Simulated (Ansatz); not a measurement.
# Molecular dynamics of H4N2Si

input.yaml

```yaml
crystal:
  periodic: [false, false, false]
  atoms:
    - { symbol: "N", position_ang: [-1.225907, 0.319298, -0.356332] }
    - { symbol: Si, position_ang: [-0.181655, -1.055807, -0.431291] }
    - { symbol: "N", position_ang: [1.232237, -0.402089, 0.317302] }
    - { symbol: H, position_ang: [-2.166178, 0.271012, -0.730541] }
    - { symbol: H, position_ang: [-1.030228, 1.234015, 0.040423] }
    - { symbol: H, position_ang: [1.373236, 0.53889, 0.673716] }
    - { symbol: H, position_ang: [2.059794, -0.97332, 0.441023] }
magnetization:
  spin_polarized: true
basis:
  gaussian: { orbitals: def2-SVP }
hamiltonian:
  xc: pbe0
  dispersion: d4
md:
  timestep: 1.0
  n_steps: 150
  ensemble: nve
  temperature: 300.0
  initial_velocities: maxwell_boltzmann
  seed: 187777
```

Command:

```bash
$ ansatz run input.yaml --threads 1 --pin off --max-ram 2048MiB --backend cpu --events-out ev --progress --plain --runs-dir out
```

It starts from a relaxed structure.

Output, in part (step lines, the closing report, with atoms numbered from 0):

```
md step     0: t =     0.00 fs  T =   300.0 K  F+E_penalty+E_count = -10912.00272711 eV  E_kin = 0.193890 eV  conserved = -10911.80883711 eV  (26 SCF iters)
[... lines left out ...]
Total energy: -10911.91617050 eV, -401.0055229035 hartree
Atom 0 at    -1.194256     0.339637    -0.334133 Å, force    -0.611380    -0.463808    -0.423606 eV/Å
Atom 1 at    -0.180965    -1.087282    -0.441350 Å, force    -0.358166     0.643108     0.085262 eV/Å
Atom 2 at     1.200699    -0.367114     0.306035 Å, force     0.496583     0.049163     0.541417 eV/Å
Atom 3 at    -2.180071     0.330094    -0.651144 Å, force     0.959615     0.125696     0.263690 eV/Å
Atom 4 at    -0.825423     1.279868    -0.184891 Å, force    -0.261319    -0.164640     0.039899 eV/Å
Atom 5 at     1.162543     0.462030     0.912404 Å, force     0.049615    -0.314658    -0.404345 eV/Å
Atom 6 at     2.058791    -0.893057     0.476602 Å, force    -0.274949     0.125139    -0.102317 eV/Å
Dipole moment:     0.080329     0.398745     0.197387 e Å
```

The steps, from the saved trajectory:

```
time (fs)  T (K)  potential energy less start (eV)  conserved less start (meV/atom)
      0.0    300                             0.000                             0.00
      5.0    218                             0.054                             0.14
     10.0    139                             0.107                             0.39
     15.0    109                             0.127                             0.58
     20.0    100                             0.134                             0.74
     25.0     56                             0.163                             0.76
     30.0     75                             0.149                             0.51
     35.0    177                             0.082                             0.29
     40.0    205                             0.064                             0.28
     45.0    195                             0.070                             0.24
     50.0    174                             0.084                             0.43
     55.0    196                             0.071                             0.56
     60.0    137                             0.110                             0.59
     65.0    103                             0.130                             0.47
     70.0    121                             0.118                             0.41
     75.0    172                             0.084                             0.23
     80.0    163                             0.090                             0.24
     85.0    138                             0.108                             0.48
     90.0    161                             0.094                             0.58
     95.0    145                             0.105                             0.68
    100.0    104                             0.132                             0.71
    105.0    111                             0.126                             0.53
    110.0    196                             0.068                             0.13
    115.0    198                             0.067                             0.13
    120.0    178                             0.080                             0.20
    125.0    178                             0.080                             0.28
    130.0    179                             0.083                             0.61
    135.0    109                             0.130                             0.83
    140.0     63                             0.159                             0.75
    145.0    124                             0.117                             0.48
    150.0    169                             0.087                             0.30
```

All steps were run. The conserved energy stayed within 0.84 meV per atom of its start (net change 0.3 meV per atom), so the integration is sound. The temperature averaged 0.50 of the 300 K drawn at the start: a run that starts near a minimum puts about half its kinetic energy into the potential. A run of 0.15 ps of so small a system gives no equilibrium averages.

The same pairs are bonded in the first frame and the last. Pairs count as bonded within 1.25 times the sum of covalent radii (0.12 Å more for H–H).

Last frame:

```xyz
7
Properties=species:S:1:pos:R:3
N -1.194 0.340 -0.334
Si -0.181 -1.087 -0.441
N 1.201 -0.367 0.306
H -2.180 0.330 -0.651
H -0.825 1.280 -0.185
H 1.163 0.462 0.912
H 2.059 -0.893 0.477
```

Time of the run: 5.8 min on 1 thread of Arm Neoverse V2, on a shared host, peak memory 0.15 GiB.
